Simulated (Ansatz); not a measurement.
Mulliken charges of AlH$_{4}$NO, SMILES `[NH2][AlH][OH]` from PBE/def2-TZVPP in Ansatz (PBE0-D4/def2-TZVP geometry).

```json
{"atom": "N1", "x (Å)": "-1.150", "y (Å)": "0.346", "z (Å)": "-0.569", "charge (e)": "-0.415"}
{"atom": "Al2", "x (Å)": "0.331", "y (Å)": "0.149", "z (Å)": "0.363", "charge (e)": "0.481"}
{"atom": "O3", "x (Å)": "1.305", "y (Å)": "-1.188", "z (Å)": "-0.021", "charge (e)": "-0.386"}
{"atom": "H4", "x (Å)": "-1.458", "y (Å)": "-0.270", "z (Å)": "-1.303", "charge (e)": "0.148"}
{"atom": "H5", "x (Å)": "-1.808", "y (Å)": "1.096", "z (Å)": "-0.437", "charge (e)": "0.139"}
{"atom": "H6", "x (Å)": "0.717", "y (Å)": "1.180", "z (Å)": "1.495", "charge (e)": "-0.138"}
{"atom": "H7", "x (Å)": "2.126", "y (Å)": "-1.381", "z (Å)": "0.426", "charge (e)": "0.171"}
```

Q: By hand: the dipole of these point charges (1 e Å = 4.8032 D).

A: Σ q r = (-0.070, 0.100, 0.032) e Å, of length 0.126 e Å = 0.61 D.

Q: How does the dipole of the full density compare? (Estimate.)

A: Computed: (-0.043, 0.060, 0.018) e Å, 0.36 D; the point charges give 1.69 times that, at 1° from its direction.

Point charges leave out the atoms' own dipoles, such as those of lone pairs, and Mulliken's split depends on the basis, so the two needn't agree.
